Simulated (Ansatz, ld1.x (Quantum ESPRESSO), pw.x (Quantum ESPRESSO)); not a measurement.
# Ta (Z = 73) (sc): variants of one PAW potential in the solid

Ta (Z = 73), PAW, made with ld1.x (Quantum ESPRESSO) 7.5 (PBEsol, scalar-relativistic). Core [Kr] 4d10 4f14, reference 5s2 5p6 5d3 6s2 6p0. Waves: 5s (bound): rcut 1.60, rcutus 2.00 bohr; 6s (bound): rcut 1.60, rcutus 2.00 bohr; 5p (bound): rcut 1.90, rcutus 2.50 bohr; 6p (bound, empty): rcut 1.90, rcutus 2.50 bohr; 5d (bound): rcut 2.75, rcutus 3.10 bohr; 5d channel at 1.1 Ry: rcut 2.75, rcutus 3.10 bohr. Local part: all-electron potential smoothed inside 2.65 bohr (lloc = -1). Core correction: Bessel-smoothed model core inside 1.00 bohr. Augmentation charge: BESSEL, radius 1.75 bohr.

Crystal test: sc Ta in pw.x 7.5, no spin, 12³ k-points, Fermi–Dirac smearing 0.01 Ry, cutoffs set for each file from its atomic test. The reference is all-electron LAPW (Ansatz 0.2.0) with the same functional, mesh and smearing; V0 and B0 come from Birch–Murnaghan fits to the pressures at five volumes. Errors are pseudo minus all-electron; Δ is the rms difference of the E(V) curves that follow from these fits, minima aligned, over ±6 % about the mean V0. Mesh and smearing are coarse, so the numbers serve the comparison and aren't converged zero-temperature values; the lattice is a test structure that the element need not adopt.

All-electron: a0 = 2.707 Å (V0 = 19.84 Å³/atom), B0 = 154.9 GPa.

Base: The largest radius (3.10 bohr) exceeds half the bond length (2.55 bohr), so the spheres overlap, which is one possible source of error among others. This is a poor potential for the solid. Atomic configuration tests: 4 of 7 tests not solved or not reliable.

1 further variants are left out: they gave no file fit for a test, a broken result, the same result as the base, or pressures whose basis-set error rivals the error shown.

A dash in a converged row means that the minimum lies outside the volumes sampled.

| change | cutoffs (Ry) | pw.x | a0 (Å) | a0 error (%) | B0 error (%) | Δ (meV/atom) | mean pressure error (GPa) |
| --- | --- | --- | --- | --- | --- | --- | --- |
| base | 40/320 | converged | 2.738 | +1.14 | +3.0 | 23.9 | +6.29 |
| local potential all-electron potential smoothed inside 2.55 bohr (lloc = -2) | 40/320 | converged | 2.728 | +0.77 | +2.4 | 16.0 | +4.11 |
| local potential all-electron potential smoothed inside 3.42 bohr (lloc = -1) | 40/320 | converged | – | – | – | – | +8.39 |
| waves 5s (bound): rcut 1.58, rcutus 1.68 bohr; 6s (bound): rcut 1.58, rcutus 1.68 bohr | 45/360 | converged | 2.737 | +1.11 | +3.3 | 23.4 | +6.16 |
| wave 5d channel at 1.1 Ry: rcut 2.75, rcutus 3.10 bohr becomes 5d channel at -0.08 Ry: rcut 2.75, rcutus 3.10 bohr | 40/320 | converged | 2.714 | +0.25 | +1.3 | 5.2 | +1.31 |
